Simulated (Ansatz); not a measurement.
The parent structure is GaN in the wurtzite structure (space group P6_3mc, No. 186; a = 3.219 Å, c = 5.244 Å).

The values are results of Ansatz (a program for electronic structure), PBE, PAW, cutoff 420 eV, spin-orbit coupling left out, earlier PAW set, not measurements.

Perturbation: every Ga is replaced by B, then cell and atoms are relaxed.

Measured lattice parameter a: GaN 3.189 Å (room temperature; as listed in M J Lucero, T M Henderson, G E Scuseria, Journal of Physics Condensed Matter (2012)); BN 2.55 Å (temperature not stated; as listed in K. Doll, J. C. Schön, M. Jansen, Physical Review B (2008)).

Problem. How well does PBE reproduce the measured shift?

Solution. With PBE the lattice parameter a moves by -0.665 Å (3.219 → 2.554) against -0.639 Å measured.

Whether these cells are dynamically stable was not tested.
